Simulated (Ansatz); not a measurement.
Worked example: a bond strength in CH4FSi (SMILES [CH2][SiH2]F)

CH4FSi has 7 atoms, charge 0, and is taken as a doublet. As SMILES, `[CH2][SiH2]F`. The shape was relaxed beforehand at B3LYP/def2-SVP. This is one conformer, not always the lowest.

```xyz
7

C    -0.8777    0.2853   -0.6195
Si    0.5946   -0.1558    0.3964
F     0.6590   -1.7773    0.5579
H    -1.5466   -0.4694   -1.0488
H    -1.1475    1.3243   -0.8435
H     0.5159    0.4377    1.7626
H     1.8637    0.2873   -0.2507
```

Wanted: the dissociation energy of the F3–Si2 bond into doublet F and singlet CH4Si (shapes relaxed at B3LYP/def2-SVP, no zero-point term). 1 Eh = 2625.50 kJ/mol = 27.2114 eV. Totals in Eh; open shells run unrestricted unless said.

```tsv
level	program	CH4FSi	doublet F	singlet CH4Si
U-r2SCAN/def2-TZVP	Ansatz	-429.827411	-99.727635	-329.906785
UPBE0-D4/def2-TZVP	Ansatz	-429.649929	-99.676173	-329.787041
UCCSD(T)/def2-TZVP, 7 core orbitals frozen	Ansatz	-429.220813	-99.625056	-329.413813
```

Problem. Work out the dissociation energy at each level.

Solution. 
1. U-r2SCAN/def2-TZVP: (-99.727635) + (-329.906785) − (-429.827411) = 0.192991 Eh = 506.7 kJ/mol = 5.25 eV.
2. UPBE0-D4/def2-TZVP: (-99.676173) + (-329.787041) − (-429.649929) = 0.186715 Eh = 490.2 kJ/mol = 5.08 eV.
3. UCCSD(T)/def2-TZVP: (-99.625056) + (-329.413813) − (-429.220813) = 0.181944 Eh = 477.7 kJ/mol = 4.95 eV.

The levels span 478 to 507 kJ/mol; no measured value is set beside them. A fragment with an even electron count was run as a singlet and may have a lower triplet. A bond enthalpy at 298 K also holds the loss of zero-point energy and thermal terms.
